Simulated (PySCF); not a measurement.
Species: C3H6OS.
SMILES with atom numbers: `[CH3:1][S:2][CH2:3][CH:4]=[O:5]` (hydrogens: H6, H7, H8 on C1; H9, H10 on C3; H11 on C4)

Method used: MP2 and CCSD/aug-cc-pVDZ in PySCF, restricted Hartree–Fock reference, frozen core, non-relativistic, gas phase, PBE0-D3(BJ)/def2-SVP geometry.

E(HF) = -589.50311 Eh.

**Question.** How large is the problem?

**Answer.** 173 basis functions and 48 electrons; 9 orbitals frozen, which leaves o = 15 correlated occupied and v = 149 virtual orbitals. That is o·v = 2235 singles and o·v(o·v + 1)/2 = 2498730 distinct closed-shell doubles amplitudes before symmetry; the costliest CCSD step grows as o²v⁴ = 1.1 × 10^11.

**Question.** What are the MP2 and CCSD correlation energies?

**Answer.** MP2 -0.7696 Eh and CCSD -0.8176 Eh, which gives totals of -590.27267 and -590.32067 Eh. That is 0.742 eV for each correlated electron at CCSD (2146 kJ/mol in all, 0.138 % of the total energy); MP2 gives 94.1 % of the CCSD value.

**Question.** What is the T1 diagnostic?

**Answer.** 0.0142, below the customary warning level of 0.02. It is the norm of the spatial-orbital singles amplitudes over the root of the number of correlated electrons, so the norm is 0.078.

**Question.** How does correlation change the dipole moment?

**Answer.** HF gives 1.65 D and CCSD (unrelaxed density) 1.38 D, a change of -0.27 D; the two vectors are 7° apart.

No triples correction and no basis-set extrapolation were made.

Shape of the structure used: `[CH3:1][S:2][CH2:3][CH:4]=[O:5]`: C1–S2–C3–C4 72°, S2–C3–C4–O5 -100°.

One conformer stands for the species.
